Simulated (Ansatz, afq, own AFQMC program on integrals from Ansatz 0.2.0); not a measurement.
Atomization energy of BH2, doublet

| atom | x (Å) | y (Å) | z (Å) |
| --- | --- | --- | --- |
| B | 0.0000 | -0.0800 | 0.0000 |
| H | 0.0000 | 0.4291 | -1.0770 |
| H | 0.0000 | 0.4291 | 1.0770 |

Atoms in their ground-state spins without spin–orbit coupling (mostly on UHF) minus the molecule (UHF), without zero-point energy. The geometry is a stationary point, not shown to be a minimum.

Basis cc-pVDZ. Only valence electrons are correlated. Integrals, coupled cluster, full CI and functionals: Ansatz 0.2.0; the random walks run on the same integrals in our own AFQMC program. The CISD trial takes its coefficients from CCSD amplitudes. Released means that phaseless walkers are propagated on without the constraint, phases kept. Free AFQMC starts from the CCSD state and is never constrained. Its projection time is finite, and what remains of the start isn't in its error. Uncertainties: one standard error, sampling alone. The errors of all members are added in quadrature.

Full CI on the same integrals is exact in this basis and with this determinant's frozen core.

Errors are counted within cc-pVDZ, not against nature.

Reference (full CI): 662.6 kJ/mol.

| level | atomization energy (kJ/mol) | error against FCI (kJ/mol) |
| --- | --- | --- |
| HF | 589.3 | -73.4 |
| MP2 | 667.7 | 5.0 |
| CCSD | 661.6 | -1.0 |
| CCSD(T) | 662.6 | -0.1 |
| ph-AFQMC/HF | 673.3 ± 1.5 | 10.7 ± 1.5 |
| ph-AFQMC/CISD | 662.7 ± 0.08 | 0.1 ± 0.08 |
| released AFQMC | 662.8 ± 0.06 | 0.1 ± 0.06 |
| free AFQMC | 662.7 ± 0.05 | 0.1 ± 0.05 |

Correlation beyond CCSD(T) changes it by less than 2 meV. The perturbative (T) step is worth +0.9 kJ/mol.

Free projections are given only where their last times agree within the noise and don't stop above the reference; a slow remainder of the start can still hide under it. A walk keeps the symmetry of its determinant, which the program's search chose and which needn't be the lowest solution, so a lower state of the same spin and another symmetry isn't excluded. Released energies are given only where the last usable release times agree within the noise; a slower fall can still hide under it.
